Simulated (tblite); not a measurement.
# C2HNOS2: the cost of one run

Computed with tblite 0.8.0 and PySCF 2.14.0; each step states its level. No surroundings beyond the atoms listed, unless a continuum is named. Atoms count from 0, parts from 1.

## (1) Starting point

7 atoms, charge 0, multiplicity 1; geometry: rigid parts in contact. Parts: 1 = atoms 0–3, `N=C=S`, charge 0; 2 = atoms 4–6, `O=C=S`, charge 0.

## (2) Search for minima with GFN2-xTB

What the job is given:

```
{"job": {"kind": "dock", "xc": "GFN2-xTB", "basis": "xTB"}, "charge": 0, "multiplicity": 1, "parts": [{"atoms": "0-3", "charge": 0, "multiplicity": 1}, {"atoms": "4-6", "charge": 0, "multiplicity": 1}]}
N     -0.757823    -0.262052     0.011607
C      0.412129    -0.012888    -0.001949
S      1.961156     0.030477    -0.012371
H     -1.615462     0.244463     0.002712
O     -2.407872     1.846446     0.879853
C     -2.336015     2.864259     1.419036
S     -2.240253     4.221221     2.137824
```

Method: GFN2-xTB search for minima from random contacts, gas phase.

Run with:

```
$ OMP_NUM_THREADS=1 python cluster_run.py task.json out
```

The driver reads the jobs from task.json and runs them one after another.

Q: Estimate the wall time of this first job on 1 thread of Intel Xeon at 2.70GHz, shared host.

About 12 s.
